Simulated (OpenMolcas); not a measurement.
# A ladder of methods for SiH2 (SMILES [H][Si][H])

SiH2: 3 atoms, total charge 0, spin state singlet. SMILES: `[H][Si][H]`. The coordinates come from a GFN2-xTB relaxation.

```xyz
3

Si    0.0052   -0.0082   -0.6557
H     1.1102   -0.0200    0.3374
H    -1.1155    0.0282    0.3183
```

Each level gives the energy change with the Si1–H3 bond stretched from 1.485 to 2.228 Å (eV). The values are calculated.

| level | kind | program | value (eV) | less FCI/6-31G* |
| --- | --- | --- | --- | --- |
| HF/6-31G* (spherical functions) (restricted) | Hartree–Fock | OpenMolcas | 1.83 | +0.45 |
| PBE/6-31G* (spherical functions) (restricted) | GGA | OpenMolcas | 1.36 | -0.02 |
| r2SCAN/6-31G* (spherical functions) (restricted) | meta-GGA | OpenMolcas | 1.50 | +0.12 |
| M06-2X/6-31G* (spherical functions) (restricted) | hybrid meta-GGA | OpenMolcas | 1.62 | +0.24 |
| B2PLYP/6-31G* (spherical functions) (restricted) | double hybrid | OpenMolcas | 1.57 | +0.19 |
| CASPT2(2,2)/6-31G* (spherical functions) | multireference | OpenMolcas | 1.67 | +0.29 |
| MRCI(2,2)/6-31G* (spherical functions) | multireference | OpenMolcas | 1.46 | +0.08 |
| CCSD(T)/6-31G* (spherical functions) (restricted) | coupled cluster or CI | OpenMolcas | 1.38 | 0.00 |
| FCI/6-31G* (spherical functions) | exact in the basis | OpenMolcas | 1.38 | 0.00 |

FCI/6-31G* (spherical functions) is exact within its basis and frozen core, so for wave-function methods in that basis the difference is their error; functionals converge differently with the basis, so for them it is only a difference. The first shape isn't each level's own minimum. The values span 1.36 to 1.83 eV.
